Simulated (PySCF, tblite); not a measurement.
**C₄H₈N radical: geometry, infrared bands and EPR parameters**

Aim: predict the infrared bands and EPR parameters of C₄H₈N radical (`C[CH]/N=C/C`).

Programs: tblite 0.8.0 and PySCF 2.14.0, with density-fitted response routines of our own. Each step states its level of theory. These are calculated values for one molecule in the gas phase, unless marked as measured. Atoms count from 0, in the outputs and in this text.

## Step 1: Starting geometry

13 atoms, charge 0, multiplicity 2; geometry from: force field or distance geometry start.

Bonds of the start (Å): C0–C1 1.48, C1–N2 1.38, N2–C3 1.28, C3–C4 1.50, C0–H5 1.10, C0–H6 1.10, C0–H7 1.09, C1–H8 1.09, C3–H9 1.11, C4–H10 1.10, C4–H11 1.09, C4–H12 1.10.

## Step 2: Relaxing the molecule with GFN2-xTB

What the job is given:

```
{"job": {"kind": "relax", "xc": "GFN2-xTB", "basis": "xTB"}, "charge": 0, "multiplicity": 2}
C     -2.393300     0.362200     0.640200
C     -1.173400    -0.288000     0.118800
N      0.057600     0.249700     0.427600
C      1.076400    -0.359300    -0.059800
C      2.458400     0.144200     0.220100
H     -2.963600    -0.329900     1.274400
H     -2.169400     1.262500     1.223800
H     -3.037600     0.662800    -0.190500
H     -1.254500    -1.197000    -0.469600
H      0.998300    -1.285900    -0.658300
H      2.942400     0.357500    -0.744500
H      3.026900    -0.632100     0.732000
H      2.427600     1.053700     0.832300
```

Started as:

```bash
$ OMP_NUM_THREADS=1 python probes_run.py task.json out
```

One launch serves the whole session: the jobs run in the order shown.

**Question.** This job is followed by: GFN2-xTB harmonic vibrations, gas phase; UKS B3LYP, pcH-1 on C H N, non-relativistic, mean-field spin-orbit, GIAO. What will the session give for the following? strongest single infrared mode (GFN2-xTB); zero-point energy (GFN2-xTB); g(iso) (B3LYP); ⟨S²⟩; largest a(iso) (averaged by class); potential on the surface of density 0.002 e/bohr³, 1st and 99th percentile.

As calculated:

| quantity | value |
| --- | --- |
| strongest single infrared mode (GFN2-xTB) | 2879 cm⁻¹, 245 km/mol |
| zero-point energy (GFN2-xTB) | 67.2 kcal/mol |
| g(iso) (B3LYP) | 2.00236 |
| ⟨S²⟩ | 0.772 (exact 0.75) |
| largest a(iso) (averaged by class) | 13C on C1, C3, 61.9 MHz |
| potential on the surface of density 0.002 e/bohr³, 1st and 99th percentile | -1.56 V and 0.70 V |

Relaxing lowered the energy by 0.156 eV in 29 steps; the close pair that moved most is C1–N2, from 1.378 to 1.306 Å. The lowest mode is imaginary (175i cm⁻¹), so the xTB geometry is not a minimum: the zero-point energy counts the real modes alone, and all values at this geometry belong to a saddle point. The strongest single mode, at 2879 cm⁻¹, moves mainly H9 and H8. GFN2-xTB is a fitted tight-binding method: band positions and strengths are rough. Its intensities can rank the bands wrongly. The largest spin populations lie on C3 (0.62 e), C1 (0.62 e). The isotropic g lies 0.0 ppt above the free-electron value. These values are for one conformer; the search (at its own cheap level) found 1 more, at 0.40 kcal/mol, and measured spectra average over such forms.
